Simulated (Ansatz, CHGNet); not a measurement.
Elastic constant C44 (GPa) of solids drawn from the class of carbides, at two levels: the machine-learned potential CHGNet 0.3.0 (trained on PBE and PBE+U data), and PBE (PAW; Ansatz, a first-principles code).

```csv
solid,CHGNet 0.3.0,PBE,shift (%)
rock-salt NbC,72.7,169,+132
antifluorite Be₂C,8.36,203,+2328
rock-salt TaC,50.7,179,+253
rock-salt HfC,93.6,171,+83
hexagonal WC,34.0,301,+785
rock-salt ZrC,99.0,153,+55
rock-salt TiC,68.3,169,+147
```

The shifts run from +55 % to +2328 %, with a median of +147 %.

Over all 7 rows PBE is the larger in 7.

Ansatz's runs of these crystals have no spin polarisation.

Spin–orbit coupling is left out, also for the solids with elements from indium on (rock-salt TaC, rock-salt HfC, hexagonal WC); its size isn't shown.

Each level is taken at its own relaxed cell. Ansatz's density-functional and Hartree–Fock values are scalar-relativistic unless marked +SOC, with PAW data made under PBE.
